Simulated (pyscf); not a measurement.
Thermochemistry of product channels of `[Cl][GaH][Cl]` + `[NH3]` on the singlet surface, in eV, from ωB97M-D3(BJ)/def2-TZVP energies (ideal gas, 1 atm, RRHO with modes under 100 cm⁻¹ raised to 100, one conformer, R ln 2 for chiral ones without a mode under 150 cm⁻¹). Single points on ωB97X-D3(BJ)/def2-SVP structures (PySCF, gas phase).

| products | ΔE | ΔH(298 K) | ΔG(600 K) | ΔG(900 K) |
|---|---|---|---|---|
| `[NH2][Ga]([Cl])[Cl]` + `[H][H]` | -0.14 | -0.27 | -0.14 | -0.13 |
| `[ClH]` + `[NH2][GaH][Cl]` | +0.75 | +0.67 | +0.65 | +0.62 |

These are energies of the channels, which say nothing of barriers. Elements up to Kr have no core potential and no relativistic terms here.
